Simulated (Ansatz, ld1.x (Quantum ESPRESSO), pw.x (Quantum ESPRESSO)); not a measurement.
Equation-of-state test of one TM potential (ruthenium)

* Element: Ru (Z = 44)
* Generator: ld1.x (Quantum ESPRESSO) 7.5
* Type: norm-conserving Troullier–Martins (Kleinman–Bylander form)
* Functional: LDA (PW92)
* Relativity: scalar-relativistic
* Frozen core: [Kr]
* Valence charge: 8
* Reference configuration: 4d7 5s1 5p0
* Partial waves: 5s (bound): rc 2.60 bohr; 4d (bound): rc 1.20 bohr; 5p (bound, empty): rc 3.25 bohr
* Local potential: the p channel
* Core correction: a·sin(br)/r model core inside 1.15 bohr

Atomic tests: cutoffs needed: 70 Ry and 90 Ry (the cutoffs (Ry, on a coarse ladder) from which the occupation-weighted sum of valence levels, in a spherical-Bessel basis at the reference potential, stays within 10 and 1 mRy of its value at 400 Ry); ghost test: no extra level below or beside the all-electron valence levels (s, d, p, f tested) (spherical-Bessel basis up to 400 Ry, 20 bohr box); configuration tests: 1 of 9 tests not solved or not reliable.

Crystal test: sc Ru in pw.x 7.5, no spin, 13³ k-points, Fermi–Dirac smearing 0.01 Ry, cutoffs 110/440 Ry. The reference is all-electron LAPW (Ansatz 0.2.0) with the same functional, mesh and smearing; V0 and B0 come from Birch–Murnaghan fits to the pressures at five volumes. Errors are pseudo minus all-electron; Δ is the rms difference of the E(V) curves that follow from these fits, minima aligned, over ±6 % about the mean V0. Mesh and smearing are coarse, so the numbers serve the comparison and aren't converged zero-temperature values; the lattice is a test structure that the element need not adopt.

All-electron: a0 = 2.466 Å (V0 = 14.99 Å³/atom), B0 = 260.4 GPa.

Problem. How far does the potential miss the all-electron equation of state?

Solution. mean pressure error (GPa): +48.32. The pressure does not cross zero within the volumes sampled, so no fit is given. The largest radius (3.25 bohr) exceeds half the bond length (2.33 bohr), so the spheres overlap, which is one possible source of error among others. This is a poor potential for the solid. Atomic configuration tests: 1 of 9 tests not solved or not reliable.

| V (Å³/atom) | P all-electron (GPa) | P pseudo (GPa) |
| --- | --- | --- |
| 14.241 | 15.09 | 74.16 |
| 14.615 | 7.02 | 60.02 |
| 14.990 | 0.02 | 47.69 |
| 15.365 | -6.05 | 36.94 |
| 15.739 | -11.31 | 27.54 |

Problem. At the middle volume, how do free energy and pressure move when the wave cutoff is lowered (ecutrho kept at four times it)?

Solution.

```
cutoff (Ry)  shift of F (meV/atom)  shift of P (GPa)
         50                 +664.7            -29.21
         66                  +95.9             -5.25
         88                   +5.7             -0.51
```

Input at the middle volume:

```
&control
  calculation='scf', prefix='x', pseudo_dir='./', outdir='./tmp', tstress=.true., disk_io='none'
/
&system
  ibrav=0, nat=1, ntyp=1, ecutwfc=110, ecutrho=440, nbnd=11,
  occupations='smearing', smearing='fd', degauss=0.01
/
&electrons
  conv_thr=1e-09, mixing_beta=0.4, electron_maxstep=70
/
ATOMIC_SPECIES
Ru 1.0 Ru.UPF
CELL_PARAMETERS angstrom
  2.46566391 0.00000000 0.00000000
  0.00000000 2.46566391 0.00000000
  0.00000000 0.00000000 2.46566391
ATOMIC_POSITIONS crystal
Ru 0.0000 0.0000 0.0000
K_POINTS automatic
13 13 13 0 0 0
```

```bash
pw.x < Ru.scf.in > Ru.scf.out
```

Lines of the output:

```
Message from routine setup:
     using ibrav=0 with symmetry is DISCOURAGED, use correct ibrav instead
     lattice parameter (alat)  =       4.6594  a.u.
     unit-cell volume          =     101.1575 (a.u.)^3
     number of electrons       =         8.00
     number of Kohn-Sham states=           11
     kinetic-energy cutoff     =     110.0000  Ry
     charge density cutoff     =     440.0000  Ry
     scf convergence threshold =      1.0E-09
     Exchange-correlation= PW
     number of k points=    84  Fermi-Dirac smearing, width (Ry)=  0.0100
     iteration #  1     ecut=   110.00 Ry     beta= 0.40
     total energy              =     -47.03838999 Ry
     estimated scf accuracy    <       0.04438562 Ry
     iteration #  2     ecut=   110.00 Ry     beta= 0.40
     total energy              =     -47.04377637 Ry
     estimated scf accuracy    <       0.00149520 Ry
     iteration #  3     ecut=   110.00 Ry     beta= 0.40
     total energy              =     -47.04404120 Ry
     estimated scf accuracy    <       0.00005259 Ry
     iteration #  4     ecut=   110.00 Ry     beta= 0.40
     total energy              =     -47.04404210 Ry
     estimated scf accuracy    <       0.00000029 Ry
     iteration #  5     ecut=   110.00 Ry     beta= 0.40
     total energy              =     -47.04404211 Ry
     estimated scf accuracy    <       0.00000004 Ry
     iteration #  6     ecut=   110.00 Ry     beta= 0.40
     the Fermi energy is    15.0360 ev
!    total energy              =     -47.04404211 Ry
     estimated scf accuracy    <          1.2E-10 Ry
     smearing contrib. (-TS)   =      -0.00585911 Ry
     The total energy is F=E-TS. E is the sum of the following terms:
     one-electron contribution =      12.10597683 Ry
     hartree contribution      =       3.01801176 Ry
     xc contribution           =     -23.19022482 Ry
     ewald contribution        =     -38.97194678 Ry
     convergence has been achieved in   6 iterations
          total   stress  (Ry/bohr**3)                   (kbar)     P=      476.91
     Message from routine punch:
     Nothing written, as per user request (disk_io='none')
```

The run at the middle volume (84 k-points, 6 iterations) took about 9.4 s on one core of a shared host (Neoverse-V1, 32 threads, 247 GiB, load 16).
